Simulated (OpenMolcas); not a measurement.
# Multireference states of SiH⁺

Which states of SiH⁺ lie lowest, and how does spin–orbit coupling split them?

Computed with OpenMolcas 26.06. Level: SA-CASSCF(4,5), XMS-CASPT2, RASSI; ANO-RCC-VTZP.

All values are calculated.

### 1 Set-up

C2 symmetry about the axis (a holds Σ, Δ, Γ; b holds Π, Φ, H; Σ⁺ and Σ⁻ are not told apart); roots by multiplicity and irrep: 1a 4, 3b 4, 1b 2, 3a 2, 5a 1.

Active shells: Si 3s 3p, H 1s.

File m.inp:

```
&GATEWAY
Coord
2
angstrom
Si 0.0 0.0 0.0
H 0.0 0.0 1.5330
Basis=ANO-RCC-VTZP
Group=XY
RX2C
AMFI
ANGMom
0.0 0.0 0.0
RICD
&SEWARD
&GUESSORB
&RASSCF
FileOrb=$CurrDir/o11.orb
Symmetry=1
Spin=1
nActEl=4 0 0
Inactive=3 2
RAS2=3 2
CIRoot=4 4 1
Linear
Iterations=120 100
OrbListing=Nothing
PRWF=0.15
>>COPY $Project.RasOrb $CurrDir/o11.orb
>>COPY $Project.rasscf.h5 $CurrDir/r11.h5
&CASPT2
XMultistate=all
Imaginary=0.2
IPEA=0.25
MaxIter=40
>>COPY $Project.JobMix JOB001
&RASSCF
FileOrb=$CurrDir/o32.orb
Symmetry=2
Spin=3
nActEl=4 0 0
Inactive=3 2
RAS2=3 2
CIRoot=4 4 1
Linear
Iterations=120 100
OrbListing=Nothing
PRWF=0.15
>>COPY $Project.RasOrb $CurrDir/o32.orb
>>COPY $Project.rasscf.h5 $CurrDir/r32.h5
&CASPT2
XMultistate=all
Imaginary=0.2
IPEA=0.25
MaxIter=40
>>COPY $Project.JobMix JOB002
&RASSCF
FileOrb=$CurrDir/o12.orb
Symmetry=2
Spin=1
nActEl=4 0 0
Inactive=3 2
RAS2=3 2
CIRoot=2 2 1
Linear
Iterations=120 100
OrbListing=Nothing
PRWF=0.15
>>COPY $Project.RasOrb $CurrDir/o12.orb
>>COPY $Project.rasscf.h5 $CurrDir/r12.h5
&CASPT2
XMultistate=all
Imaginary=0.2
IPEA=0.25
MaxIter=40
>>COPY $Project.JobMix JOB003
&RASSCF
FileOrb=$CurrDir/o31.orb
Symmetry=1
Spin=3
nActEl=4 0 0
Inactive=3 2
RAS2=3 2
CIRoot=2 2 1
Linear
Iterations=120 100
OrbListing=Nothing
PRWF=0.15
>>COPY $Project.RasOrb $CurrDir/o31.orb
>>COPY $Project.rasscf.h5 $CurrDir/r31.h5
&CASPT2
XMultistate=all
Imaginary=0.2
IPEA=0.25
MaxIter=40
>>COPY $Project.JobMix JOB004
&RASSCF
FileOrb=$CurrDir/o51.orb
Symmetry=1
Spin=5
nActEl=4 0 0
Inactive=3 2
RAS2=3 2
CIRoot=1 1 1
Linear
Iterations=120 100
OrbListing=Nothing
PRWF=0.15
>>COPY $Project.RasOrb $CurrDir/o51.orb
>>COPY $Project.rasscf.h5 $CurrDir/r51.h5
&CASPT2
XMultistate=all
Imaginary=0.2
IPEA=0.25
MaxIter=40
>>COPY $Project.JobMix JOB005
&RASSI
Nr of JobIphs=5 4 4 2 2 1
1 2 3 4
1 2 3 4
1 2
1 2
1
SpinOrbit
EJob
Omega
MEES
MESO
Properties=4
'AngMom' 3 'Mltpl  1' 1 'Mltpl  1' 2 'Mltpl  1' 3
Thrs=1.0d-4
>>COPY $Project.rassi.h5 $CurrDir/so.h5
```

Each module block was a call of its own in one work directory; start orbitals came from a preliminary run.

Command:

```bash
pymolcas m.inp
```

### 2 The spin-free blocks

Output, in excerpt, shortened:

```text
[...]
      Number of active orbitals                  5
[...]
      Spin quantum number                      0.0
[...]
      Active orbitals                            3   2
[...]
      printout of CI-coefficients larger than  0.15 for root  1
      energy=    -289.803707
      conf/sym  111 22     Coeff  Weight
            12  022 00  -0.97229 0.94534
      printout of CI-coefficients larger than  0.15 for root  2
      energy=    -289.518988
      conf/sym  111 22     Coeff  Weight
            14  020 ud  -0.19398 0.03763
            26  002 ud   0.97686 0.95426
[...]
      Natural orbitals and occupation numbers for root  1
      sym 1:   0.023610   1.923511   1.977633
      sym 2:   0.037623   0.037623
      Natural orbitals and occupation numbers for root  2
      sym 1:   0.001245   0.089329   1.909426
      sym 2:   1.000000   1.000000
      Natural orbitals and occupation numbers for root  3
      sym 1:   0.001245   0.089329   1.909426
[...]
::    RASSCF root number  1 Total energy:   -289.80370713
::    RASSCF root number  2 Total energy:   -289.51898801
[...]
      Number of CSFs                            28
[...]
      Natural orbitals and occupation numbers for root  2
      sym 1:   0.052582   0.997864   1.930054
      sym 2:   1.000000   0.019500
      RASSCF energy for state  2                   -289.69040666
::    RASSCF root number  1 Total energy:   -289.69040666
[...]
      Natural orbitals and occupation numbers for root  1
      sym 1:   0.000650   0.218944   1.780407
      sym 2:   1.000000   1.000000
      Natural orbitals and occupation numbers for root  2
      sym 1:   0.956655   1.000000   1.897709
      sym 2:   0.072818   0.072818
      RASSCF energy for state  2                   -289.55007112
::    RASSCF root number  1 Total energy:   -289.59292867
::    RASSCF root number  2 Total energy:   -289.55007112
[...]
      Reference weight:           0.97104
[...]
::    XMS-CASPT2 Root  1     Total energy:   -289.64341480
::    XMS-CASPT2 Root  2     Total energy:   -289.60869474
[...]
      Natural orbitals and occupation numbers for root  1
      sym 1:   0.000000   1.000000   1.000000
      sym 2:   1.000000   1.000000
      RASSCF energy for state  1                   -289.52352943
::    RASSCF root number  1 Total energy:   -289.52352943
[...]
```

Spin-free states (degenerate pairs once); dipoles are positive if H is the positive end, about the centre of mass.

```
state  CASSCF root of the same rank (eV)  XMS-CASPT2 (eV)  μ of the rotated CASSCF state (D)
(1)1Σ                               0.00            0.000                               0.44
(1)3Π                               2.08            2.362                               0.35
(1)1Π                               3.08            3.483                               0.92
(1)3Σ                               5.74            6.270                               0.28
(2)3Σ                               6.90            7.215                               1.37
(1)1Δ                               7.75            7.354                               0.42
(2)3Π                               7.35            7.691                               1.75
(2)1Σ                               8.80            8.546                               0.78
(1)5Σ                               7.62            8.623                               1.72
```

State-averaged natural occupations by block (full and empty orbitals left out): 1a: 0.02 0.55 1.92 0.76 0.76; 3b: 0.12 1.30 1.55 0.52 0.52; 1b: 0.05 1.00 1.93 0.51 0.51; 3a: 0.49 0.61 1.82 0.54 0.54; 5a: 1.00 1.00 1.00 1.00. Reference weights run from 0.944 to 0.986.

### 3 From Λ–S states to Ω levels

RASSI output, in excerpt, shortened:

```text
[...]
   Eigenvalues of complex Hamiltonian:
  (Shifted by EMIN (a.u.) =       -289.8738486688)
 SO State       Relative EMIN(au)   Rel lowest level(eV)    D:o, cm**(-1)      Omega
     1            -0.0000030536        0.0000000000              0.0000         0.0
     2             0.0864282868        2.3519165895          18969.4866         0.0
     3             0.0864300832        2.3519654697          18969.8808         0.0
     4             0.0867970321        2.3619506599          19050.4168         1.0
     5             0.0867970355        2.3619507514          19050.4176         1.0
     6             0.0871719730        2.3721533202          19132.7068         2.0
     7             0.0871719730        2.3721533202          19132.7068         2.0
     8             0.1280036243        3.4832391560          28094.2185         1.0
     9             0.1280036337        3.4832394097          28094.2205         1.0
    10             0.2304283862        6.2703589121          50573.8553         0.0
    11             0.2304343980        6.2705225022          50575.1748         1.0
    12             0.2304343980        6.2705225022          50575.1748         1.0
    13             0.2651507787        7.2152033448          58194.5396         0.0
    14             0.2651526681        7.2152547602          58194.9543         1.0
[...]
```

Wall time 14 s (1 thread of Arm Neoverse V1, shared host).

Levels:

```
Ω  energy (cm⁻¹)   parentage  f from lowest
0              0  100% (1)1Σ              0
0          18969  100% (1)3Π              0
0          18970  100% (1)3Π              0
1          19050  100% (1)3Π              0
2          19133  100% (1)3Π              0
1          28094  100% (1)1Π          0.025
0          50574  100% (1)3Σ              0
1          50575  100% (1)3Σ              0
0          58195  100% (2)3Σ              0
1          58195  100% (2)3Σ              0
2          59310  100% (1)1Δ              0
0          61949  100% (2)3Π              0
0          61949  100% (2)3Π              0
1          62030  100% (2)3Π              0
2          62110  100% (2)3Π              0
0          68931  100% (2)1Σ         0.0076
0          69549  100% (1)5Σ              0
1          69550  100% (1)5Σ              0
2          69550  100% (1)5Σ              0
```

### 4 Along the bond: spin-free states

The same input was run at the other distances; those logs are left out. Energies in eV from the lowest point of the curves kept. Curves are followed by energy order within each symmetry, so they can change character at crossings; Σ⁺ and Σ⁻ are counted together.

```csv
R (Å),(1)1Σ,(1)3Π,(1)1Π,(1)3Σ,(2)3Σ,(2)3Π,(1)1Δ,(1)5Σ,(2)1Σ
1.318,0.383,2.789,4.180,6.848,8.740,9.202,7.836,9.953,9.123
1.395,0.113,2.519,3.818,6.522,8.118,8.504,7.547,9.337,8.798
1.464,0.008,2.400,3.615,6.353,7.641,8.031,7.413,8.927,8.630
1.533,0.000,2.362,3.483,6.270,7.215,7.691,7.354,8.623,8.546
1.610,0.072,2.374,3.395,6.251,6.782,7.394,7.380,8.380,8.524
1.686,0.206,2.446,3.348,6.286,6.382,7.192,7.455,8.214,8.553
1.794,0.458,2.562,3.319,5.871,6.395,7.041,7.602,8.075,8.649
1.932,0.841,2.724,3.312,5.301,6.595,6.998,7.865,8.002,8.816
2.146,1.460,2.938,3.321,4.613,6.956,7.139,8.296,8.022,9.084
2.453,2.226,3.131,3.339,3.990,7.460,7.506,8.843,8.154,9.349
2.913,2.971,3.278,3.372,3.565,8.033,8.014,9.461,8.346,9.408
3.526,3.392,3.363,3.415,3.410,8.395,8.383,9.857,8.477,9.357
4.599,3.514,3.408,3.436,3.393,8.520,8.508,9.944,8.536,9.551
```

Constants where the minimum is well bracketed:

```csv
curve,Te from the first (cm⁻¹),Re (Å),ωe (cm⁻¹)
(1)1Σ,0,1.505,2162
(2)1Σ,68800,1.599,1602
```

### 5 Along the bond: spin–orbit levels

Energies in eV from the lowest point of the curves kept. Curves are followed by energy order within each symmetry, so they can change character at crossings; levels whose Ω could not be read are left out of the count.

```csv
R (Å),(1)Ω=0,(2)Ω=0,(3)Ω=0,(1)Ω=1,(1)Ω=2,(2)Ω=1,(4)Ω=0
1.318,0.383,2.779,2.779,2.789,2.800,4.180,6.848
1.395,0.113,2.509,2.509,2.519,2.530,3.818,6.522
1.464,0.008,2.390,2.390,2.400,2.410,3.616,6.353
1.533,0.000,2.352,2.352,2.362,2.372,3.483,6.270
1.610,0.072,2.364,2.364,2.374,2.384,3.396,6.251
1.686,0.206,2.436,2.436,2.446,2.456,3.348,6.286
1.794,0.458,2.552,2.552,2.562,2.572,3.319,5.871
1.932,0.841,2.714,2.714,2.724,2.734,3.312,5.301
2.146,1.460,2.928,2.928,2.937,2.948,3.321,4.613
2.453,2.226,3.121,3.121,3.131,3.142,3.339,3.991
2.913,2.970,3.267,3.269,3.277,3.288,3.373,3.566
3.526,3.349,3.349,3.396,3.358,3.373,3.407,3.414
4.599,3.381,3.396,3.409,3.384,3.418,3.412,3.516
```

Constants where the minimum is well bracketed:

| curve | Te from the first (cm⁻¹) | Re (Å) | ωe (cm⁻¹) |
| --- | --- | --- | --- |
| (1)Ω=0 | 0 | 1.505 | 2162 |

All 13 distances took 3.2 min on 1 thread of Arm Neoverse V1, shared host.

### 6 Results

```
                       quantity               value
         lowest spin-free state               (1)1Σ
           next spin-free state     (1)3Π, 2.362 eV
                   lowest level  Ω = 0, 100 % (1)1Σ
                     next level   Ω = 0, 18969 cm⁻¹
lowering by spin–orbit coupling              1 cm⁻¹
        lowest curve, Re and ωe  1.505 Å, 2162 cm⁻¹
```

What this shows: At 1.533 Å the lowest computed level has Ω = 0 and is 100 % (1)1Σ. Only the spin multiplicities and numbers of roots in the input were computed, so the list of states is not complete and the lowest one found need not be the ground state; labels number the states computed. The CASPT2 reference weights are uneven at 2.453, 2.913, 3.526, 4.599 Å, so some states there carry less reliable energies.
